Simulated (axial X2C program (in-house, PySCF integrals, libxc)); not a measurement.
Spin–orbit effects along a row: molecules with Li (ions), PBE0

Computed with an in-house relativistic program for diatomic molecules, spin-free (one-electron X2C) or two-component (2c: spin–orbit coupling with atomic mean-field Coulomb and Gaunt terms, which also bring small scalar terms), in Dyall basis sets with cores contracted in-house; open shells are unrestricted.

Basis sets: Al dyall-v3z, Li dyall-cv3z, Mg dyall-cv3z, Na dyall-cv3z, P dyall-v3z, S dyall-av3z, Si dyall-v3z.

```
molecule   spin-free state  Re (Å)  ωe (cm⁻¹)  De (eV)  2c state  Re 2c (Å)  ωe 2c (cm⁻¹)  De 2c (eV)
   LiNa⁺  M_S = 1/2, Λ = 0   3.376      181.5     1.03   Ω = 1/2      3.376         181.5        1.03
   LiMg⁺    M_S = 0, Λ = 0   2.893      268.4     0.89     Ω = 0      2.893         268.4        0.89
   LiAl⁺  M_S = 1/2, Λ = 0   3.033      228.5     1.28   Ω = 1/2      3.034         228.5        1.28
   LiSi⁺    M_S = 1, Λ = 1   2.764      265.1     0.75     Ω = 2      2.765         265.1        0.74
    LiP⁺  M_S = 3/2, Λ = 0   2.642      253.1     0.44   Ω = 3/2      2.642         253.1        0.44
    LiS⁺    M_S = 1, Λ = 0   2.457      347.3     0.86     Ω = 1      2.457         347.3        0.86
```

Fragments in 2c: Na+ + Li, Mg + Li+, Al + Li+, Si + Li+, P + Li+, S + Li+. Each entry is the lowest single determinant of a limited PBE0 search at one distance. De goes to single-determinant-based atoms at the same level (for ions the charge split of lowest energy) and is withheld (n/a) where an atom does not fit its ground term or J level. Main or longest-lived isotopes. One determinant is a doubtful description, or other states lie close, for LiSi⁺, LiP⁺, LiS⁺; these need not be ground states, and all values refer to the states named. Some open-shell Ω = 0 determinants are out of reach, so the Ω given for LiSi⁺, LiS⁺ need not be the lowest component. With several unpaired electrons the Ω given is that of one determinant, not necessarily of the lowest component. Some light 2c atoms are not at their ground J level, so De misses part of their lowering (0.04 eV or less). The functionals have no current term, which raises determinants with orbital currents. Where the atoms have a lower orbital projection than the molecule, De at mean-field level may be about a tenth of an eV too small.
